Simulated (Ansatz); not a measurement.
## Band gap of some tetrahedrally bonded semiconductors and semimetals

Method: RPBE (PAW; Ansatz, a quantum-chemistry and plane-wave program). References are measured gaps from which a computed or estimated zero-point shift was taken out, by their sources or here, so that they lie as a rule above the printed measurements. The table is a random draw of 6 from 11 solids with such references.

Values in eV.

```json
[
 {"solid": "zinc-blende InP", "reference": "1.47", "RPBE": "0.83", "error (eV)": "-0.64"},
 {"solid": "zinc-blende ZnS", "reference": "3.94", "RPBE": "2.27", "error (eV)": "-1.67"},
 {"solid": "wurtzite GaN", "reference": "3.68", "RPBE": "1.95", "error (eV)": "-1.73"},
 {"solid": "zinc-blende AlP", "reference": "2.54", "RPBE": "1.67", "error (eV)": "-0.87"},
 {"solid": "wurtzite ZnO", "reference": "3.6", "RPBE": "0.90", "error (eV)": "-2.70"},
 {"solid": "zinc-blende BP", "reference": "2.2 (2.20–2.50)", "RPBE": "1.26", "error (eV)": "-0.94"}
]
```

Over these 6 solids the mean error is -1.43 eV, the mean absolute error 1.43 eV (median 1.31 eV), and the worst case wurtzite ZnO at -2.70 eV; the value is too low in 6 of 6 cases. Over all 11 the mean error is -1.32 eV and the mean absolute error 1.32 eV (median 1.16 eV).

Brackets give the range of our sources, which can hold other temperatures.

Differences are worked out from the printed values.

Semilocal Kohn–Sham gaps run low as a rule, and all computed gaps are for a static lattice, while measured ones hold electron–phonon shifts unless said otherwise.

Spin–orbit coupling is included only where a level's name says +SOC; with heavier elements it mostly lowers gaps and can invert bands. Cells: RPBE at the measured cell. Ansatz's density-functional and Hartree–Fock values are scalar-relativistic unless marked +SOC, with PAW data made under PBE.

Ansatz's runs of these crystals have no spin polarisation.

Not in this set, of the tetrahedrally bonded semiconductors and semimetals with a reference value in our tables and a result at some level: 15 for a reference of another kind, counted apart (wurtzite AgI, zinc-blende AgI, zinc-blende AlN, cubic BN, zinc-blende BeSe and 10 more); 8 for spin–orbit coupling left out (zinc-blende AlAs, zinc-blende CdTe, zinc-blende GaAs, zinc-blende GaSb, diamond-structure Ge and 3 more); 1 for sources at odds (zinc-blende BAs); 1 for a doubt noted on the run at RPBE (zinc-blende GaN); 1 for a measured value of zero (grey tin (α-Sn)); 1 for a high-temperature or high-pressure phase (wurtzite ZnS). These can be a level's worst cases. At least 6 more with a reference value are held back for tests. Without +SOC, gaps count where the solid holds none of Ge, As, Se, Br, Sn, Sb, Te, I or the elements past barium, or holds Ge, As, Se or Br with a gap over 4 eV. Layered and molecular crystals are counted apart. The metals Ce to Yb are counted apart.

References as tabulated in, or derived from, Chen et al. (2018), doi:10.1103/physrevmaterials.2.073803; X. Ren, F. Merz, H. Jiang et al., All-electron periodic G0W0 implementation ….
